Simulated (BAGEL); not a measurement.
**B3LYP/def2-SVP (density fitting with qzvpp-jkfit) run of C2H8Si (SiEtH3)**

What is the energy change on altering one bond length of C2H8Si (SiEtH3) at B3LYP/def2-SVP (density fitting with qzvpp-jkfit)? 

The results are computed with BAGEL 1.2.2.

**1. The structure to begin with**

The species is C2H8Si (11 atoms), meant as a singlet with charge 0. As SMILES, `[H][Si]([H])([H])CC`. Geometry: relaxed at GFN2-xTB.

Bond lengths: Si1–C2 1.902 Å, C2–C3 1.525 Å, C2–H4 1.092 Å, C2–H5 1.092 Å, C3–H6 1.090 Å, C3–H7 1.088 Å, C3–H8 1.088 Å, Si1–H9 1.465 Å, Si1–H10 1.466 Å, Si1–H11 1.465 Å. Some angles: Si1–C2–C3 113.0°, Si1–C2–H4 109.8°, Si1–C2–H5 109.6°, C3–C2–H4 108.9°, C3–C2–H5 109.0°, C2–Si1–H9 109.6°, C2–Si1–H10 109.5°, C2–Si1–H11 109.2°, C2–C3–H6 111.0°, C2–C3–H7 110.7°.

**2. The energy at B3LYP/def2-SVP (density fitting with qzvpp-jkfit)**

File input.json:

```json
{ "bagel" : [

{
  "title" : "molecule",
  "basis" : "svp",
  "df_basis" : "qzvpp-jkfit",
  "angstrom" : true,
  "geometry" : [
    { "atom" : "Si", "xyz" : [      -0.305440,      -0.417630,      -1.398980 ] },
    { "atom" : "C", "xyz" : [      -0.287510,      -0.416870,       0.502940 ] },
    { "atom" : "C", "xyz" : [       0.524350,       0.732830,       1.090360 ] },
    { "atom" : "H", "xyz" : [       0.119170,      -1.361270,       0.869600 ] },
    { "atom" : "H", "xyz" : [      -1.310740,      -0.357840,       0.879710 ] },
    { "atom" : "H", "xyz" : [       0.505600,       0.708020,       2.179840 ] },
    { "atom" : "H", "xyz" : [       1.562010,       0.673650,       0.768570 ] },
    { "atom" : "H", "xyz" : [       0.123950,       1.691430,       0.766640 ] },
    { "atom" : "H", "xyz" : [       1.069910,      -0.448540,      -1.903060 ] },
    { "atom" : "H", "xyz" : [      -0.970690,       0.795280,      -1.883150 ] },
    { "atom" : "H", "xyz" : [      -1.030600,      -1.599060,      -1.872470 ] }
  ]
},

{
  "title" : "ks",
  "xc_func" : "b3lyp"
},

{
  "title" : "print",
  "file" : "orbitals.molden",
  "orbitals" : true
}

]}
```

Started as:

```bash
$ BAGEL_NUM_THREADS=1 BAGEL input.json > input.out
```

Standard output:

```text
* using 1 threads per process

  ===============================================================
  ===============================================================

  *** Geometry ***

  { "atom" : "Si", "xyz" : [     -0.577198,     -0.789206,     -2.643689 ] },
  { "atom" : "C", "xyz" : [     -0.543315,     -0.787770,      0.950419 ] },
  { "atom" : "C", "xyz" : [      0.990878,      1.384848,      2.060482 ] },
  { "atom" : "H", "xyz" : [      0.225199,     -2.572427,      1.643306 ] },
  { "atom" : "H", "xyz" : [     -2.476940,     -0.676220,      1.662411 ] },
  { "atom" : "H", "xyz" : [      0.955446,      1.337964,      4.119301 ] },
  { "atom" : "H", "xyz" : [      2.951771,      1.273014,      1.452387 ] },
  { "atom" : "H", "xyz" : [      0.234232,      3.196339,      1.448740 ] },
  { "atom" : "H", "xyz" : [      2.021837,     -0.847618,     -3.596262 ] },
  { "atom" : "H", "xyz" : [     -1.834338,      1.502861,     -3.558638 ] },
  { "atom" : "H", "xyz" : [     -1.947552,     -3.021785,     -3.538455 ] },

  Number of auxiliary basis functions:      422

  Since a DF basis is specified, we compute 2- and 3-index integrals:
    o Being stored without compression. Storage requirement is 0.025 GB

  Number of basis functions:       86
  Number of electrons      :       34

    * METHOD: MOLECULE                             0.17

  *** Kohn-Sham DFT ***

    * Removing 20209 points whose weight is below 1.00e-10
    * Grid points: 143757

  === Nuclear Repulsion ===
   112.6449176476

       - DIIS with orbital gradients will be used.

  === KS iteration (b3lyp / svp) ===
      0       -347.12221799          0.10885984           0.43
      1       -351.56987472          0.10856341           0.39
      2       -343.84845374          0.14457359           0.39
      3       -368.33380841          0.06640388           0.39
      4       -369.83568132          0.03421495           0.38
      5       -370.21913555          0.01875981           0.38
      6       -370.35198921          0.00808299           0.39
      7       -370.38614743          0.00186053           0.39
      8       -370.38782575          0.00052061           0.40
      9       -370.38796260          0.00005128           0.39
     10       -370.38796356          0.00001707           0.40
     11       -370.38796369          0.00000336           0.40
     12       -370.38796370          0.00000142           0.42
     13       -370.38796370          0.00000023           0.42
     14       -370.38796370          0.00000010           0.39
     15       -370.38796370          0.00000002           0.38
     16       -370.38796370          0.00000000           0.39
    * SCF iteration converged.

    * Permanent dipole moment:
           (   -0.006547,    -0.004596,    -0.255661) a.u.

    * METHOD: KS                                   7.48

    * METHOD: PRINT                                0.01

  ===============================================================
```

Run time: 8.1 s. Hardware: 1 thread of Arm Neoverse V2, shared host; peak memory 0.54 GiB.

**3. The distorted shape**

File input.json:

```json
{ "bagel" : [

{
  "title" : "molecule",
  "basis" : "svp",
  "df_basis" : "qzvpp-jkfit",
  "angstrom" : true,
  "geometry" : [
    { "atom" : "Si", "xyz" : [   -0.549022,   -0.762574,   -1.575223 ] },
    { "atom" : "C", "xyz" : [   -0.531092,   -0.761814,    0.326697 ] },
    { "atom" : "C", "xyz" : [    0.524350,    0.732830,    1.090360 ] },
    { "atom" : "H", "xyz" : [   -0.124412,   -1.706214,    0.693357 ] },
    { "atom" : "H", "xyz" : [   -1.554322,   -0.702784,    0.703467 ] },
    { "atom" : "H", "xyz" : [    0.505600,    0.708020,    2.179840 ] },
    { "atom" : "H", "xyz" : [    1.562010,    0.673650,    0.768570 ] },
    { "atom" : "H", "xyz" : [    0.123950,    1.691430,    0.766640 ] },
    { "atom" : "H", "xyz" : [    0.826328,   -0.793484,   -2.079303 ] },
    { "atom" : "H", "xyz" : [   -1.214272,    0.450336,   -2.059393 ] },
    { "atom" : "H", "xyz" : [   -1.274182,   -1.944004,   -2.048713 ] }
  ]
},
{ "title" : "ks", "xc_func" : "b3lyp" },
{ "title" : "print", "file" : "orbitals.molden", "orbitals" : true }

]}
```

Started as:

```bash
$ BAGEL_NUM_THREADS=1 BAGEL input.json > input.out
```

Standard output:

```text
* using 1 threads per process

  ===============================================================
  ===============================================================

  *** Geometry ***

  { "atom" : "Si", "xyz" : [     -1.037501,     -1.441056,     -2.976740 ] },
  { "atom" : "C", "xyz" : [     -1.003618,     -1.439620,      0.617368 ] },
  { "atom" : "C", "xyz" : [      0.990878,      1.384848,      2.060482 ] },
  { "atom" : "H", "xyz" : [     -0.235105,     -3.224277,      1.310255 ] },
  { "atom" : "H", "xyz" : [     -2.937243,     -1.328069,      1.329360 ] },
  { "atom" : "H", "xyz" : [      0.955446,      1.337964,      4.119301 ] },
  { "atom" : "H", "xyz" : [      2.951771,      1.273014,      1.452387 ] },
  { "atom" : "H", "xyz" : [      0.234232,      3.196339,      1.448740 ] },
  { "atom" : "H", "xyz" : [      1.561534,     -1.499467,     -3.929313 ] },
  { "atom" : "H", "xyz" : [     -2.294642,      0.851012,     -3.891689 ] },
  { "atom" : "H", "xyz" : [     -2.407855,     -3.673635,     -3.871506 ] },

  Number of auxiliary basis functions:      422

  Since a DF basis is specified, we compute 2- and 3-index integrals:
    o Being stored without compression. Storage requirement is 0.025 GB

  Number of basis functions:       86
  Number of electrons      :       34

    * METHOD: MOLECULE                             0.17

  *** Kohn-Sham DFT ***

    * Removing 19077 points whose weight is below 1.00e-10
    * Grid points: 144889

  === Nuclear Repulsion ===
   105.5870523703

       - DIIS with orbital gradients will be used.

  === KS iteration (b3lyp / svp) ===
      0       -343.25044038          0.09250219           0.40
      1       -303.61776137          0.16348319           0.40
      2       -339.05745420          0.11850264           0.40
      3       -362.13869827          0.09236720           0.39
      4       -363.71119085          0.09751999           0.38
      5       -370.28628924          0.01031357           0.39
      6       -370.30760441          0.00722618           0.38
      7       -370.33013600          0.00420154           0.38
      8       -370.33900717          0.00150698           0.38
      9       -370.34026407          0.00042531           0.39
     10       -370.34035235          0.00010820           0.39
     11       -370.34035776          0.00001610           0.39
     12       -370.34035788          0.00000146           0.39
     13       -370.34035788          0.00000110           0.39
     14       -370.34035788          0.00000031           0.39
     15       -370.34035788          0.00000009           0.39
     16       -370.34035788          0.00000002           0.39
     17       -370.34035788          0.00000001           0.39
    * SCF iteration converged.

    * Permanent dipole moment:
           (   -0.024695,    -0.029640,    -0.253158) a.u.

    * METHOD: KS                                   7.79

    * METHOD: PRINT                                0.01

  ===============================================================
```

Wall time 8.4 s (1 thread of Arm Neoverse V2, shared host); peak memory 0.54 GiB.

**4. Summary of results**

Level: B3LYP/def2-SVP (density fitting with qzvpp-jkfit).

| quantity | value |
| --- | --- |
| first shape: total energy | -370.38796 Eh |
| first shape: dipole moment | 0.65 D |
| first shape: HOMO energy | -8.21 eV |
| first shape: LUMO energy | 0.96 eV |
| first shape: HOMO–LUMO gap | 9.17 eV |
| distorted shape: total energy | -370.34036 Eh |
| distorted shape: dipole moment | 0.65 D |
| distorted shape: HOMO energy | -8.13 eV |
| distorted shape: LUMO energy | 0.48 eV |
| distorted shape: HOMO–LUMO gap | 8.61 eV |
| energy change with the C2–C3 bond stretched from 1.525 to 1.983 Å | 1.295 eV |

With the C2–C3 bond stretched from 1.525 to 1.983 Å the energy rises by 1.30 eV (30 kcal/mol). The first shape isn't relaxed at this level, so the change isn't measured from a minimum.
